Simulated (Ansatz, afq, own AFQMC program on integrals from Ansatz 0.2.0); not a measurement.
# BS, doublet in 6-31G, levels against full CI

```xyz
2

B     0.0000    0.0000    0.0000
S     0.0000    0.0000    1.6077
```

Basis 6-31G. Noble-gas cores (and the filled d shells of Ga–Kr and In–Xe) are frozen. Ansatz 0.2.0 and our own AFQMC program on the same integrals; the CISD trial comes from CCSD amplitudes, and released means the phaseless constraint is let go. ± is one standard error of the sampling.

Determinant: UHF, the one that the program's search chose, which needn't be the lowest solution. The geometry is a point of a scan.

Full CI on the same integrals is exact in this basis and with this determinant's frozen core.

Cautions: unrestricted determinant spin contaminated (⟨S²⟩ 0.88 against 0.75); the released energies have errors that jump between times, so the bars are unsure, so no released level is given (meV from the phaseless value at times in 1/Eh: 9 ± 12 at 0.24, -5.6 ± 2.4 at 0.51, -7 ± 3 at 0.99, -12.3 ± 2.4 at 1.62, 0 ± 14 at 2.40), though the last usable value meets full CI within the noise; the ph-AFQMC/CISD walk drifts between its halves (2.2 errors).

The T1 diagnostic is 0.0388. The weight of the determinant in the CISD state is 0.891. The ⟨S²⟩ of the determinant is 0.881. The size of the correlated space is 9 electrons in 16 orbitals.

| level | correlation energy (eV) |
| --- | --- |
| MP2 | -2.5738 |
| CCSD | -2.9494 |
| CCSD(T) | -3.0947 |

Estimate where phaseless AFQMC with the Hartree–Fock trial lies against CCSD(T) on the same integrals.

9.8 ± 2.3 kJ/mol below CCSD(T).

Reference: full CI, correlation energy -3.136 eV.

| level | E − E(reference) (kJ/mol) | share of correlation (%) |
| --- | --- | --- |
| CCSD(T) | 4.0 | 98.67 |
| CCSDT | -0.6 | 100.19 |
| CCSDT(Q) | -0.4 | 100.15 |
| CCSDTQ | -0.1 | 100.04 |
| ph-AFQMC/HF | -5.8 ± 2.3 | 101.92 |
| ph-AFQMC/CISD | 1.1 ± 0.3 | 99.63 |

CCSDT and higher add their correlation energy to the determinant of the CCSD(T) run, since their own runs factorise the integrals more tightly (a shift of under 2 meV). A walk keeps the symmetry of its determinant, which the program's search chose and which needn't be the lowest solution, so a lower state of the same spin and another symmetry isn't excluded.
